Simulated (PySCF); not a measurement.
HCl was optimised in PySCF in the def2-SVP basis family (density fitting, no spin–orbit coupling) with several functionals.

One of them gave a singlet of C∞v symmetry with a mean bond of 1.290 Å to H, wavenumbers 2955 cm⁻¹ and a HOMO–LUMO gap of 9.17 eV.

Which level of theory was it?
A. PBE
B. PBE0
C. B3LYP

C. That is B3LYP, with H–Cl 1.290 Å. The others give PBE0 1.285 Å and 3018 cm⁻¹ for the highest mode; PBE 1.296 Å and 2909 cm⁻¹ for the highest mode.

Each species is the lowest minimum found with this bonding; other isomers or fragments can lie lower.
